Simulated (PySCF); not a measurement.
Gas-phase reaction: 2 SiHCl2 + 4 SiH2 ⇌ 2 SiCl2 + i-Si4H10

Method: PySCF energies plus ideal-gas RRHO corrections (1 bar). † marks an energy on the PBE0/def2-TZVP geometry and frequencies; other levels use their own. MP2 freezes the core. 6-31G* has spherical d functions here. Open shells (unrestricted): SiHCl2 (multiplicity 2); the rest are closed-shell singlets. SiHCl2: computed as isolated molecules; such fragments, hydroxides, amides, oligomers or adducts are transient or little studied in the gas. MP2 isn't extrapolated to the basis-set limit.

PBE/def2-TZVP† gives ΔH°(298 K) = -983 kJ.

### Question
What do r2SCAN/def2-TZVP†, HF/6-31G*, MP2/def2-SVP† give?

### Answer
r2SCAN/def2-TZVP†: -1002 kJ; HF/6-31G*: -788 kJ; MP2/def2-SVP†: -959 kJ. For scale, ΔH°(298 K) is -983 kJ at this level, -963 kJ at ωB97M-V/def2-TZVP†, and runs from -1096 to -788 kJ over the 17 levels computed.
